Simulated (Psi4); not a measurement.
# MP2/d-aug-cc-pVTZ (density fitting, density fitting for correlation, sweep point 10) run of [B2H5]− (SMILES B[BH3-])

Aim: the vertical ionisation energy of [B2H5]− at MP2/d-aug-cc-pVTZ (density fitting, density fitting for correlation, sweep point 10), from 2 runs. 

Program for the calculation: Psi4 1.11.

37 further runs of the same task are left out: 32 that didn't finish, 5 set aside as unsound or not needed.

### 1 The system as given

The species is [B2H5]− (7 atoms), meant as a singlet with charge -1. As SMILES, `B[BH3-]`. Geometry: relaxed at GFN2-xTB.

Bond lengths: B1–B2 1.680 Å, B1–H3 1.204 Å, B1–H4 1.203 Å, B2–H5 1.241 Å, B2–H6 1.241 Å, B2–H7 1.240 Å. Angles: B1–B2–H5 110.6°, B1–B2–H6 110.4°, B1–B2–H7 115.9°, B2–B1–H3 126.5°, B2–B1–H4 123.5°, H5–B2–H6 105.3°, H5–B2–H7 107.0°, H6–B2–H7 107.0°, H3–B1–H4 110.0°.

### 2 The energy at MP2/d-aug-cc-pVTZ (density fitting, density fitting for correlation, sweep point 10)

b2h5.in reads:

```
memory 1600 mb

molecule m {
  -1 1
  B      0.210010    -0.813600     0.474350
  B     -0.119910     0.613520    -0.349380
  H      1.262150    -1.128320     0.968990
  H     -0.606320    -1.678230     0.657480
  H     -0.531530     0.371570    -1.495060
  H     -1.042200     1.230100     0.207460
  H      0.827810     1.404960    -0.463840
  symmetry c1
}

set basis d-aug-cc-pVTZ
set reference rhf
set puream true
set scf_type df
set num_frozen_docc 2

energy_value, wavefunction = energy('mp2', return_wfn=True)
```

Run with:

```console
$ psi4 -i b2h5.in -o b2h5.out -n 1
```

b2h5.out:

```text
[...]
  Running in c1 symmetry.
[...]
  Nuclear repulsion =   26.045679649529131
[...]
  Multiplicity = 1
[...]
  Nalpha       = 8
  Nbeta        = 8
[...]
    Number of basis functions: 284
[...]
   @DF-RHF iter   1:   -52.09354348171331   -8.80372e-01   1.50595e-03 ADIIS/DIIS
[...]
   @DF-RHF iter   9:   -52.23595176091978   -3.50532e-10   8.32775e-09 DIIS
[...]
    Orbital Energies [Eh]
    ---------------------
    Doubly Occupied:
       1A     -7.375798     2A     -7.286027     3A     -0.513436
       4A     -0.414168     5A     -0.284328     6A     -0.201394
       7A     -0.184766     8A     -0.169568
[...]
  @DF-RHF Final Energy:   -52.23595176091978
   => Energetics <=
    Nuclear Repulsion Energy =             26.0456796495291307
    One-Electron Energy =                -123.7042893452327803
    Two-Electron Energy =                  45.4226579347838637
    Total Energy =                        -52.2359517609197823
[...]
 Multipole Moments:
 ------------------------------------------------------------------------------------
     Multipole            Electronic (a.u.)      Nuclear  (a.u.)        Total (a.u.)
 ------------------------------------------------------------------------------------
 L = 1.  Multiply by 2.5417464519 to convert [e a0] to [Debye]
 Dipole X            :          0.4754027           -0.2629686            0.2124341
 Dipole Y            :         -1.5043561            0.5839781           -0.9203780
 Dipole Z            :          0.8938804           -0.3647528            0.5291276
 Magnitude           :                                                    1.0826818
[...]
```

Run time: 13 s. Hardware: 1 thread of AMD EPYC 7R43 (Zen 3), shared host; peak memory 0.55 GiB.

### 3 Doublet neutral B2H5

b2h5.in reads:

```
memory 1600 MB

molecule geom {
  0 2
  B      0.210010    -0.813600     0.474350
  B     -0.119910     0.613520    -0.349380
  H      1.262150    -1.128320     0.968990
  H     -0.606320    -1.678230     0.657480
  H     -0.531530     0.371570    -1.495060
  H     -1.042200     1.230100     0.207460
  H      0.827810     1.404960    -0.463840
  symmetry c1
}

set {
  basis d-aug-cc-pVTZ
  reference uhf
  puream true
  scf_type df
  num_frozen_docc 2
  maxiter 100
  soscf true
  soscf_start_convergence 0.001
}

energy_value = energy('mp2')
```

Run with:

```console
$ psi4 -i b2h5.in -o b2h5.out -n 1
```

b2h5.out:

```text
[...]
  Running in c1 symmetry.
[...]
  Nuclear repulsion =   26.045679649529131
[...]
  Multiplicity = 2
[...]
  Nalpha       = 8
  Nbeta        = 7
[...]
    Number of basis functions: 284
[...]
   @DF-UHF iter   1:   -51.98039224901909   -7.67221e-01   1.14313e-03 DIIS/ADIIS
[...]
   @DF-UHF iter  36:   -52.12970777537657   -4.37694e-10   8.37069e-09 SOSCF, nmicro=conv
[...]
   @S^2 Observed:                7.580723318E-01
[...]
    Orbital Energies [Eh]
    ---------------------
    Alpha Occupied:
       1A     -7.702530     2A     -7.580028     3A     -0.830907
       4A     -0.680389     5A     -0.550784     6A     -0.514070
       7A     -0.466126     8A     -0.438424
    Alpha Virtual:
       9A      0.005095    10A      0.009275    11A      0.009629
      12A      0.010286    13A      0.016155    14A      0.016522
      15A      0.017615    16A      0.019547    17A      0.021063
      18A      0.023017    19A      0.025006    20A      0.026417
      21A      0.029778    22A      0.036988    23A      0.051032
      24A      0.051956    25A      0.053517    26A      0.056537
[...]
  @DF-UHF Final Energy:   -52.12970777537657
   => Energetics <=
    Nuclear Repulsion Energy =             26.0456796495291307
    One-Electron Energy =                -119.5402264421791045
    Two-Electron Energy =                  41.3648390172733968
    Total Energy =                        -52.1297077753765734
  UHF NO Occupations:
  HONO-2 :    6  A 1.9991633
  HONO-1 :    7  A 1.9974656
[...]
 Multipole Moments:
 ------------------------------------------------------------------------------------
     Multipole            Electronic (a.u.)      Nuclear  (a.u.)        Total (a.u.)
 ------------------------------------------------------------------------------------
 L = 1.  Multiply by 2.5417464519 to convert [e a0] to [Debye]
 Dipole X            :          0.3858243           -0.2629686            0.1228557
 Dipole Y            :         -1.3031231            0.5839781           -0.7191450
 Dipole Z            :          0.7669899           -0.3647528            0.4022371
 Magnitude           :                                                    0.8331012
[...]
```

It took 91 s on 1 thread of AMD EPYC 7R43 (Zen 3), shared host; peak memory 0.56 GiB.

### 4 Summary of results

Level: MP2/d-aug-cc-pVTZ (density fitting, density fitting for correlation, sweep point 10), 2 core orbitals frozen.

| quantity | value |
| --- | --- |
| singlet [B2H5]−: total energy | -52.50016 Eh |
| singlet [B2H5]−: HOMO energy (Hartree–Fock orbitals) | -4.61 eV |
| singlet [B2H5]−: LUMO energy (Hartree–Fock orbitals) | 1.48 eV |
| singlet [B2H5]−: HOMO–LUMO gap (to an unbound level, set by the basis) | 6.10 eV |
| singlet [B2H5]−: correlation energy (2 core orbitals frozen) | -264.2 mEh |
| doublet neutral B2H5: total energy | -52.35631 Eh |
| doublet neutral B2H5: HOMO energy (Hartree–Fock orbitals) (highest over α and β) | -11.64 eV |
| doublet neutral B2H5: LUMO energy (Hartree–Fock orbitals) (lowest over α and β) | -1.35 eV |
| doublet neutral B2H5: correlation energy (2 core orbitals frozen) | -226.6 mEh |
| doublet neutral B2H5: ⟨S²⟩ of the reference determinant | 0.758 |
| vertical detachment energy (to the doublet neutral) | 3.914 eV |

In words: Removing an electron at fixed nuclei costs 3.91 eV (378 kJ/mol).
